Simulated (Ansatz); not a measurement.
`FSF`, charge 0, multiplicity 1.

**Question.** Give a relaxed structure at PBE0-D4/def2-TZVP (Ansatz). (Best estimate.)

**Answer.** Ansatz gave: 
```xyz
3

F    -0.8250    0.8708   -0.3663
S     0.6169    0.3122    0.0052
F     0.2081   -1.1830    0.3611
```
Point group C2v.
